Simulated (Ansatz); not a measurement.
## Abstraction of H: C4H8 + BH(CH3)O → C4H7 + BH(CH3)(OH)

Species: C4H8 (cyclobutane) `C1CCC1`, singlet; BH(CH3)O, doublet; C4H7 (cyclobutyl radical) `[CH]1CCC1`, doublet; BH(CH3)(OH), singlet. A radical takes H: the energy is the difference in strength between the C–H bond broken and the O–H bond made.

Shapes, held fixed at every level: PBE0-D4/def2-TZVP. Flexible molecules stand in one conformer, not always the lowest. Programs: Ansatz 0.2.0. The zero-point and thermal change to 298 K, harmonic and unscaled (PBE0-D4/def2-TZVP), is -1.8 kJ/mol.

```
               level                   kind  ΔH(298 K) (kJ/mol)  less CCSD(T)/CBS estimate
    SPW92/def2-TZVPP                    LDA                -3.4                      +15.4
r2SCAN-D4/def2-TZVPP               meta-GGA                -7.2                      +11.6
 B3LYP-D4/def2-TZVPP          global hybrid                -3.8                      +15.0
  PBE0-D4/def2-TZVPP          global hybrid               -10.1                       +8.7
    CCSD(T)/def2-SVP  coupled cluster or CI                -0.3                      +18.5
       CCSD/def2-SVP  coupled cluster or CI                -4.0                      +14.8
     CCSD/def2-TZVPP  coupled cluster or CI               -14.0                       +4.8
CCSD(T)/CBS estimate  coupled cluster or CI               -18.8                        0.0
```

The highest level, CCSD(T)/CBS estimate, gives ΔH(298 K) = -18.8 kJ/mol; the levels span -18.8 to -0.3. The column of differences is taken from that level and isn't an error. No measured value is set beside it here. Open shells run unrestricted. The CBS estimate extrapolates MP2 from def2-TZVPP and def2-QZVPP and adds CCSD(T) − MP2 in the triple-zeta set, cores frozen. CCSD(T)/CBS estimate lies outside the range of all other levels here, so it shouldn't be taken on trust.
